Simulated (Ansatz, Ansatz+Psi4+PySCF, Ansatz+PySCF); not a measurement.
| atom | x (Å) | y (Å) | z (Å) |
| --- | --- | --- | --- |
| C | -0.0101 | 1.1007 | 0.0055 |
| S | 0.0007 | -0.6982 | -0.0069 |
| H | 1.0358 | 1.4313 | -0.0051 |
| H | -0.4726 | 1.5058 | 0.8882 |
| H | -0.4776 | 1.5167 | -0.8898 |

Basis set: cc-pVTZ on H, C; cc-pV(T+d)Z on S (spherical functions). Correlated methods keep 6 orbitals frozen. Correlation on ROHF uses semicanonical orbitals with singles. Charge 0, multiplicity 2.

Computed with Ansatz (development build ahead of 0.2.0); each method stands on the lowest determinant of its kind that the runs found.

Q: Give the atomization energy at this shape (free ground-state atoms in the same class of orbitals less the molecule, no zero-point energy) of doublet CH3S by ROHF-CCSD(T), ROHF-MP2.

A:

| method | atomization energy |
| --- | --- |
| ROHF-CCSD(T) | 1557.4 kJ/mol |
| ROHF-MP2 | 1561.2 kJ/mol |
